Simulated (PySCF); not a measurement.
**ClF3: singlet, from a T-shaped start**

Where does singlet ClF3 go from a T-shaped start, is the end point a minimum, and what are its modes, charges and moments?

The runs use PySCF 2.14.0; PBE0, basis Cl def2-TZVP, F def2-TZVP, no relativity, density fitting.

### 1 The starting structure

4 atoms, charge 0, spin multiplicity 1.

Bond lengths: Cl1–F2 1.630 Å, Cl1–F3 1.630 Å, Cl1–F4 1.630 Å. Angles: F2–Cl1–F3 88.0°, F2–Cl1–F4 88.0°, F3–Cl1–F4 176.0°.

Coordinates in bohr (charge 0 multiplicity 1):
```
Cl    0.0000    0.0000    0.0000
F     0.0000    0.0000    3.0803
F     3.0784    0.0000    0.1075
F    -3.0784    0.0000    0.1075
```

### 2 Finding the electronic state

The steps below are one call of a driver around PySCF. For each, scf.py gives the equivalent set-up of the SCF; relaxations use the driver's own optimiser. After this first run the driver tries any further starts and a stability analysis.

The input, scf.py:

```python
from pyscf import gto, scf, dft
mol = gto.M(atom='''
Cl     0.000000     0.000000     0.000000
F      0.000000     0.000000     1.630000
F      1.629000     0.000000     0.056900
F     -1.629000     0.000000     0.056900''',
    basis={'Cl': 'def2-TZVP', 'F': 'def2-TZVP'},
    charge=0, spin=0)
mf = dft.RKS(mol, xc='PBE0')
mf.grids.atom_grid = (50, 194)
aux = {'Cl': 'def2-universal-JKFIT', 'F': 'def2-universal-JKFIT'}
mf = mf.density_fit(auxbasis=aux)
mf.conv_tol = 1e-08
mf.diis_space = 10
mf.max_cycle = 60
mf.init_guess = 'minao'
mf.verbose = 4
mf.kernel()
```

Launch:

```
$ OMP_NUM_THREADS=4 python axn.py task.json out
```

Further steps of the session: Relaxing the singlet from the T-shaped start; Is it a minimum? Harmonic modes.

Q: Predict the outcome of this session. Wanted: minimum; geometry; wavenumbers; dipole moment; highest occupied, lowest empty level; polar-tensor charge of Cl1; zero-point energy; atomisation energy.

**Answer**, as computed:

| quantity | value |
| --- | --- |
| minimum | singlet, C2v |
| geometry | Cl–F 1.595 Å, Cl–F 1.694 Å (×2); F–Cl–F 87.5° (×2), F–Cl–F 174.9° |
| wavenumbers (cm⁻¹) | 336 (b1), 337 (a1), 443 (b2), 553 (a1), 726 (b2), 797 (a1) |
| dipole moment | 0.63 D |
| highest occupied, lowest empty level | -9.75, -3.61 eV |
| polar-tensor charge of Cl1 | +1.70 e |
| zero-point energy | 19.1 kJ/mol |
| entropy at 298.15 K | 281.1 J/(mol K) |
| atomisation energy (no zero-point energy) | 535 kJ/mol |

What this shows: The molecule stays C2v, as typed, and the end point is a minimum. The strongest infrared band lies at 726 cm⁻¹ (b2, stretch). Other starts or spin states, not run here, may lie lower.
